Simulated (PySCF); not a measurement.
C₅H₇N (charge +1 and doublet state).
Geometry (GFN2-xTB, Å), atoms numbered from 1 in this order:
```xyz
13
C5H7N angstrom
C      2.751    0.288   -0.486
N      1.662    0.424    0.065
C      0.558    0.274    0.724
C     -0.646   -0.015    0.148
C     -2.057   -0.264    0.341
C     -1.424   -0.290   -1.043
H      3.241    1.138   -0.959
H      3.275   -0.668   -0.525
H      0.622    0.467    1.793
H     -2.699    0.564    0.618
H     -2.369   -1.194    0.801
H     -1.627    0.518   -1.734
H     -1.292   -1.240   -1.546
```

The hyperfine couplings belong to this conformer and change with its torsions.

The species is `C=N[CH+][C]1CC1` [radical] (charge +1).

The calculation used UKS B3LYP, pcH-1 on C H N, non-relativistic, mean-field spin-orbit, GIAO (PySCF 2.14.0). The structure is a single GFN2-xTB conformer in the gas phase; no vibrational or solvent corrections. Couplings are sensitive to structure, and on GFN2-xTB geometries they can be far from those on DFT ones, by a factor of two or more for some ions and for spin on atoms past the first row. The SCF solution wasn't tested for stability.

Q: Match the computed a_iso(1H) values +127.2, +108.0, +61.6, +54.1, +4.0 MHz (means over equivalent nuclei) with the sites H7; H8; H9; H10/H11; H12/H13.

A: 
```csv
site,a_iso (MHz),ρ(0) (bohr⁻³),position,distance from C4 (Å),bound to,spin population there,largest |T| (MHz)
H7,+108.0,+0.0242,2 bonds from N2,4.20,C1,-0.08,6.1
H8,+127.2,+0.0285,2 bonds from N2,4.03,C1,-0.08,4.4
H9,+4.0,+0.0009,2 bonds from N2,2.13,C3,0.00,7.7
H10/H11,+61.6,+0.0138,2 bonds from C4,2.19,C5,-0.04,6.1
H12/H13,+54.1,+0.0121,2 bonds from C4,2.19,C6,-0.03,5.8
```

ρ(0) is the spin density at the nucleus and T the dipolar tensor; entries for several nuclei are means. The largest Mulliken spin populations are on C4 (+0.56), N2 (+0.40) and C1 (-0.08). The positive populations add up to 1.15 and the negative ones to -0.15, together 2S = 1. The angles at C4 add up to 360.0°, so it is planar. Main spin sites, with 60 % or more of the largest population: N2, C4; positions count bonds from the nearest.

Class means assume fast exchange of nuclei equivalent by connectivity; if that motion is slow, each nucleus keeps its own coupling. C5 and C6, with what hangs on them, aren't averaged: C4 is flat or nearly so (angle sum 360°), and its turn about the short C4–C3 bond (1.37 Å) is taken as slow. The 1H value of +54.1 MHz is a mean of couplings from 50.8 to 57.4 MHz in this one geometry, not an average over conformers.

C4, the radical centre as drawn in `C=N[CH+][C]1CC1`, holds a spin population of +0.56 out of 1.
